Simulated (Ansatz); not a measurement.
A nudged elastic band was laid between two geometries of CH6NS (9 atoms, charge 1, multiplicity 1).

These are results of RKS PBE0/def2-SVPD (Ansatz), not measurements.

```yaml
movable_images: 7
climbing_image: yes
spring: 5.0 eV/Å²
optimiser: lbfgs
start_path: through a guess of the saddle point
force_threshold: 0.05 eV/Å
iteration_limit: 60
end_points: relaxed
```

Initial state:

```xyz
9
Properties=species:S:1:pos:R:3
N -0.711 0.792 -1.155
C 0.361 0.524 -0.481
S -0.202 -1.022 1.602
H -1.026 0.200 -1.919
H -1.311 1.578 -0.919
H 0.717 1.246 0.255
H 1.028 -0.263 -0.832
H 0.221 -2.212 1.114
H 0.923 -0.842 2.335
```

Final state:

```xyz
9
Properties=species:S:1:pos:R:3
N -0.424 0.859 -0.813
C 0.508 0.013 -0.058
S -0.151 -0.837 1.215
H -0.805 0.442 -1.675
H -1.227 1.143 -0.239
H 0.040 1.734 -1.085
H 1.396 -0.297 -0.600
H -0.122 -2.209 1.042
H 0.784 -0.848 2.211
```

Problem. Which bonds break or form, and what moves?

Solution. Bonds broken: C2–H6. Bonds formed: N1–H6, C2–S3. CH4N + H2S becomes CH6NS.

Problem. Give the energies along the band, and the barrier.

Solution. The run ended unconverged. The highest image is number 5 of 0 to 8, 334.2 kJ/mol above the first end and 144.0 kJ/mol above the last; the last end lies 190.2 kJ/mol above the first. The band didn't meet its force threshold, so its energies are provisional: the largest band force was still 0.13 eV/Å, and over the last iterations the top stayed at 3.46 eV. The orbitals stay closed-shell, which can raise the energy where a bond breaks towards radicals; this wasn't checked here. Limits of this set-up: the dipole of an ion depends on the origin.

| image | path coordinate (Å) | energy (kJ/mol) | C2–H6 (Å) | N1–H6 (Å) | C2–S3 (Å) |
| --- | --- | --- | --- | --- | --- |
| 0 | 0.00 | 0.0 | 1.09 | 2.06 | 2.65 |
| 1 | 0.36 | 0.5 | 1.09 | 2.06 | 2.58 |
| 2 | 0.73 | 9.8 | 1.09 | 2.03 | 2.32 |
| 3 | 1.10 | 67.0 | 1.08 | 1.86 | 2.10 |
| 4 | 1.47 | 217.9 | 1.13 | 1.56 | 1.93 |
| 5 | 1.84 | 334.2 | 1.32 | 1.21 | 1.76 |
| 6 | 2.18 | 267.4 | 1.63 | 1.04 | 1.68 |
| 7 | 2.52 | 203.3 | 1.92 | 1.02 | 1.66 |
| 8 | 2.85 | 190.2 | 2.06 | 1.03 | 1.67 |

Time of the run: 13 min on 2 threads of Arm Neoverse V1 (shared host), peak memory 0.2 GiB.
